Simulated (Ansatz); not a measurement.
Energy needed to pull apart Al₂H₄ (SMILES [AlH2][AlH2]), closed shell, into free ground-state atoms, from the structure below (displaced at random from a GFN2-xTB minimum); no zero-point or spin–orbit terms; open-shell atoms are treated unrestricted, in their ground-state multiplicity.

| atom | x (Å) | y (Å) | z (Å) |
| --- | --- | --- | --- |
| Al1 | -0.6756 | -1.0665 | -0.1412 |
| Al2 | 0.6240 | 1.0581 | 0.1397 |
| H3 | -2.0585 | -1.2899 | 0.5908 |
| H4 | -0.1840 | -2.3816 | -0.9545 |
| H5 | 2.0633 | 1.3921 | -0.6479 |
| H6 | 0.1991 | 2.2140 | 0.9151 |

Program: Ansatz 0.2.0. Basis: def2-TZVPP. Cores are frozen in the correlated methods.

```json
{"method": "PBE-D4", "atomization energy (kcal/mol)": "296.2"}
{"method": "r2SCAN-D4", "atomization energy (kcal/mol)": "?"}
{"method": "B97M-V", "atomization energy (kcal/mol)": "319.8"}
{"method": "PBE0-D4", "atomization energy (kcal/mol)": "298.5"}
{"method": "r2SCAN0-D4", "atomization energy (kcal/mol)": "305.1"}
{"method": "wB97M-V", "atomization energy (kcal/mol)": "306.1"}
{"method": "HF", "atomization energy (kcal/mol)": "236.2"}
{"method": "MP2", "atomization energy (kcal/mol)": "?"}
{"method": "CCSD", "atomization energy (kcal/mol)": "300.3"}
{"method": "CCSD(T)", "atomization energy (kcal/mol)": "301.7"}
```

(1) What does r2SCAN-D4 give? (To be estimated.)

(2) What does MP2 give? (An estimate is asked for; the value comes from the calculation.)

The T1 diagnostic stays at or below 0.011.

## Answers

(1) The calculation gives: 306.3 kcal/mol, which is about 4.6 kcal/mol more than CCSD(T)/def2-TZVPP.

(2) By the calculation: 294.0 kcal/mol, which is about 7.7 kcal/mol less than CCSD(T)/def2-TZVPP.

In triple zeta the MP2 and coupled-cluster atomization energies are still short of their basis limit by a few kcal/mol a bond, whereas those of the functionals are nearly converged, so these differences are not deviations from converged CCSD(T).

For scale, one of the runs: CCSD(T)/def2-TZVPP forces, 140 basis functions (an equivalent command: `ansatz run in.yaml --threads 4`). The run took 10 s on 4 CPU threads (shared host), with 1.3 GiB of host memory at its peak.
